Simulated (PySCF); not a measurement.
# Bond curve of LiCl

Set-up: PySCF, no relativity, basis sets Li STO-3G, Cl STO-3G. Energies in eV from Li + Cl in their ground configurations at the same level. State: ³Π (triplet), unpaired electrons σ ↑, π ↑, a second solution, started from another occupation.

| R (Å) | PBE0 |
| --- | --- |
| 1.667 | 1.5664 |
| 1.744 | 0.9422 |
| 1.822 | 0.5005 |
| 1.880 | 0.2576 |
| 1.938 | 0.0733 |
| 1.996 | -0.0657 |
| 2.074 | -0.1971 |
| 2.171 | -0.2982 |
| 2.287 | -0.3583 |
| 2.442 | -0.3779 |

Put a parabola through the three lowest points of the PBE0 curve and estimate Re, k and ωe (reduced mass 5.844 u; 1 eV/Å² = 0.16022 mdyn/Å; ωe = 1302.8·√(k/μ) cm⁻¹).

Through R = 2.171, 2.287, 2.442 Å the second-order coefficient is 1.45 eV/Å², so Re ≈ 2.408 Å, k ≈ 0.463 mdyn/Å and ωe ≈ 367 cm⁻¹. A polynomial fit of higher order to the unrounded PBE0 energies gives Re = 2.429 Å, k = 0.245 mdyn/Å, ωe = 267 cm⁻¹; anharmonicity and rounding make the difference.

The higher-order fit for each curve: PBE0: Re = 2.429 Å, ωe = 267 cm⁻¹, minimum 0.378 eV below the ground-state fragments.

Counting both spins, an empty level lies below a filled one in this solution, because spin and occupation are held. STO-3G is very small, so such numbers show the basis as much as the molecule.
